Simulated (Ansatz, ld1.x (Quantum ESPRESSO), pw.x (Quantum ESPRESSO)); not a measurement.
Si: does the TM potential hold in the solid?

```json
{
 "Element": "Si",
 "Generator": "ld1.x (Quantum ESPRESSO) 7.5",
 "Type": "norm-conserving Troullier–Martins (Kleinman–Bylander form)",
 "Functional": "LDA (PW92)",
 "Relativity": "scalar-relativistic",
 "Frozen core": "[Ne]",
 "Valence charge": "4",
 "Reference configuration": "3s2 3p2",
 "Partial waves": "3s (bound): rc 1.25 bohr; 3p (bound): rc 1.85 bohr",
 "Local potential": "the p channel",
 "Core correction": "a·sin(br)/r model core inside 1.00 bohr"
}
```

Crystal test: diamond Si in pw.x 7.5, no spin, 9³ k-points, Fermi–Dirac smearing 0.01 Ry, cutoffs 170/680 Ry. The reference is all-electron LAPW (Ansatz 0.2.0) with the same functional, mesh and smearing; V0 and B0 come from Birch–Murnaghan fits to the pressures at five volumes. Errors are pseudo minus all-electron; Δ is the rms difference of the E(V) curves that follow from these fits, minima aligned, over ±6 % about the mean V0. Mesh and smearing are coarse, so the numbers serve the comparison and aren't converged zero-temperature values; the lattice is a test structure that the element need not adopt.

```csv
V (Å³/atom),P all-electron (GPa),P pseudo (GPa)
18.709,5.46,10.67
19.202,2.53,7.38
19.694,-0.03,4.49
20.186,-2.29,1.94
20.679,-4.26,-0.30
```

All-electron: a0 = 5.400 Å (V0 = 19.69 Å³/atom), B0 = 96.2 GPa.

Pseudopotential: mean pressure error (GPa): +4.55; a0 (Å): 5.483; a0 error (%): +1.54; B0 error (%): -6.6; Δ (meV/atom): 18.7. This is a poor potential for the solid.

Question: At the middle volume, how do free energy and pressure move when the wave cutoff is lowered (ecutrho kept at four times it)?

Answer:

```tsv
cutoff (Ry)	shift of F (meV/atom)	shift of P (GPa)
76	+32.9	-0.71
102	+7.4	-0.09
136	+4.0	-0.16
```

The run at the middle volume (35 k-points, 7 iterations) took about 42 s on one core of a shared host (Neoverse-V1, 32 threads, 247 GiB, load 13).
